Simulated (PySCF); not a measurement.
Species: C3H3NO.
Bonds: C1–C2 (aromatic), C2–O3 (aromatic), O3–C4 (aromatic), C4–N5 (aromatic), C1–N5 (aromatic). Hydrogens: H6 on C1; H7 on C2; H8 on C4.

Level of theory: PySCF 2.14.0, CAM-B3LYP/def2-SVP geometry optimisation, gas phase.

List the bond lengths and angles at this level.

```json
{"bond": "C1–C2", "length (Å)": "1.355", "order": "aromatic"}
{"bond": "C2–O3", "length (Å)": "1.356", "order": "aromatic"}
{"bond": "O3–C4", "length (Å)": "1.344", "order": "aromatic"}
{"bond": "C4–N5", "length (Å)": "1.287", "order": "aromatic"}
{"bond": "C1–N5", "length (Å)": "1.382", "order": "aromatic"}
{"bond": "C1–H6", "length (Å)": "1.088", "order": "single"}
{"bond": "C2–H7", "length (Å)": "1.086", "order": "single"}
{"bond": "C4–H8", "length (Å)": "1.089", "order": "single"}
```

Orders are formal, as drawn. A selection of angles:
```json
{"angle": "C2–C1–N5", "degrees": "108.8"}
{"angle": "C2–C1–H6", "degrees": "128.9"}
{"angle": "N5–C1–H6", "degrees": "122.3"}
{"angle": "C1–C2–O3", "degrees": "107.6"}
{"angle": "C1–C2–H7", "degrees": "135.1"}
{"angle": "O3–C2–H7", "degrees": "117.3"}
{"angle": "C2–O3–C4", "degrees": "104.8"}
{"angle": "O3–C4–N5", "degrees": "114.3"}
{"angle": "O3–C4–H8", "degrees": "117.0"}
{"angle": "N5–C4–H8", "degrees": "128.6"}
{"angle": "C1–N5–C4", "degrees": "104.4"}
```

The 5-membered ring C1–C2–O3–C4–N5 has internal angles of 104.4° to 114.3°; it is planar, 0.00 Å rms from its mean plane, widest ring torsion 0°. The 5 heavy atoms lie in one plane (0.000 Å rms). The 2 C–N bonds span 1.287 Å (C4–N5, aromatic) to 1.382 Å (C1–N5, aromatic), a spread of 0.095 Å.

Point group: Cs (every atom within 0.08 Å of its image). Not checked by CAM-B3LYP/def2-SVP frequencies.

Time: 11 s wall; peak memory 0.40 GiB. Hardware: one thread of an Arm Neoverse V2 (shared host). These figures are those of the optimisation.
